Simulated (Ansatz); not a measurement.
bcc Ba was calculated with PBE+SOC (Ansatz, a program for electronic structure, PAW).

Settings: plane-wave cutoff 520 eV, 16×16×16 k mesh, Fermi–Dirac smearing 0.05 eV, PAW data made under PBE.

Equation-of-state points:

```json
[
 {"V (Å³/atom)": "59.476", "E − E_lowest (meV/atom)": "6.69", "P (GPa)": "0.587"},
 {"V (Å³/atom)": "60.742", "E − E_lowest (meV/atom)": "2.90", "P (GPa)": "0.376"},
 {"V (Å³/atom)": "62.007", "E − E_lowest (meV/atom)": "0.71", "P (GPa)": "0.181"},
 {"V (Å³/atom)": "63.273", "E − E_lowest (meV/atom)": "0.00", "P (GPa)": "0.000"},
 {"V (Å³/atom)": "64.538", "E − E_lowest (meV/atom)": "0.67", "P (GPa)": "-0.168"},
 {"V (Å³/atom)": "65.804", "E − E_lowest (meV/atom)": "2.62", "P (GPa)": "-0.324"},
 {"V (Å³/atom)": "67.069", "E − E_lowest (meV/atom)": "5.76", "P (GPa)": "-0.469"}
]
```

### Question
Fit the third-order Birch–Murnaghan equation and give B0 and B′.

### Answer
V0 = 63.273 Å³/atom, B0 = 8.72 GPa, B′ = 2.7 (fit to the energies at full precision).

Measured, for comparison: bulk modulus 9.34 GPa (corrected for temperature and zero-point phonon effects, our sources range from 9.34 to 10.6; as tabulated in Levämäki et al. (2014), arXiv:1402.3671); equilibrium volume per atom 62.31 Å³/atom (low-temperature or extrapolated to 0 K; zero-point anharmonic expansion removed; as tabulated in Csonka et al. (2009), arXiv:0903.4037). Computed (rounded) less measured: bulk modulus -7 % (-7 % to -18 % over the range), equilibrium volume per atom +1.5 %.

Static lattice: no zero-point or thermal effects.
